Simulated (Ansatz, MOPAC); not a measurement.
Si2NH6: which of these isomers lies lowest?

3 of its isomers, all doublets with charge 0: A = `[SiH2]N[SiH3]`; B = `[SiH3][N][SiH3]`; C = `N[SiH][SiH3]`.

Shapes, held fixed at every level: PBE0-D4/def2-TZVP. Flexible molecules stand in one conformer, not always the lowest. Programs: Ansatz 0.2.0, MOPAC 23.2.5.

A:

```xyz
9

Si   -1.2009    0.9253   -0.9484
N     0.1969    0.6258    0.0252
Si    0.6117   -0.8205    0.8802
H    -1.6165   -0.3720   -1.5545
H    -0.8429    1.9134   -2.0109
H     0.7641    1.4393    0.2222
H     1.9826   -1.2765    0.5254
H    -0.3782   -1.8534    0.4885
H     0.5716   -0.6277    2.3554
```

B:

```xyz
9

Si   -0.7740    1.0945   -0.8840
N     0.2244    0.4778    0.3740
Si    0.7652   -1.0552    0.9373
H    -1.6644    0.0943   -1.5382
H     0.1633    1.6471   -1.9017
H    -1.6079    2.1927   -0.3295
H     2.1875   -1.1611    0.5070
H     0.0118   -2.2293    0.4129
H     0.6942   -1.0609    2.4220
```

C:

```xyz
9

N    -0.8001    0.8403   -1.4013
Si   -0.4126    0.9021    0.2789
Si    0.6278   -1.0770    0.9625
H    -1.3567    0.0899   -1.7777
H    -0.9209    1.6893   -1.9300
H     0.4616    2.1021    0.4482
H     1.9385   -1.3539    0.3072
H    -0.2824   -2.2170    0.6598
H     0.8333   -1.0219    2.4353
```

Electronic energies in kJ/mol, without zero-point or thermal terms.

Which isomer should be the most stable, and roughly by how much?

A < C < B in rising energy, over a span of 92 kJ/mol, by CCSD(T)/CBS estimate. All levels agree on that. The B − A difference spans +40.2 to +91.6 kJ/mol over the levels. Open shells run unrestricted. The CBS estimate extrapolates MP2 from def2-TZVPP and def2-QZVPP and adds CCSD(T) − MP2 in the triple-zeta set, cores frozen. PM6 strays far from the other rows. NDDO rows are differences of heats of formation.

```tsv
level	kind	B − A	C − A
PM6	semi-empirical	+40.2	+82.8
HF/def2-TZVPP	Hartree–Fock	+46.7	+59.7
r2SCAN0-D4/def2-TZVPP	global hybrid	+84.6	+36.6
wB97M-V/def2-TZVPP	range-separated hybrid	+84.0	+41.8
B2PLYP/def2-TZVPP	double hybrid	+86.9	+42.6
CCSD(T)/def2-SVP	coupled cluster or CI	+90.4	+43.3
CCSD/def2-SVP	coupled cluster or CI	+88.0	+44.5
CCSD(T)/CBS estimate	coupled cluster or CI	+91.6	+41.0
```
